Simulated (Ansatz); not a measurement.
Results of r²SCAN-D4 (Ansatz, a quantum-chemistry and plane-wave program, plane waves, PAW) for Sb₂Se₃ (Pnma, No. 62).

Settings: plane-wave cutoff 500 eV, 4×10×4 k mesh (along the axes of the cell as run), gaussian smearing 0.02 eV, scalar-relativistic PAW data made under PBE.

Computed at the level's own relaxed cell.

**Question.** Predict the equilibrium volume per atom and band gap.

**Answer.** 
* **equilibrium volume per atom**: 28.09 Å³/atom
* **band gap**: 1.18 eV (on the SCF k mesh)

Note: the relaxation could not lower the start's symmetry, so the cell can be a saddle point above a distorted one.

Spin–orbit coupling is not included; with these elements it can move the gap by several tenths of an eV or more.

Computed values are for the static lattice.
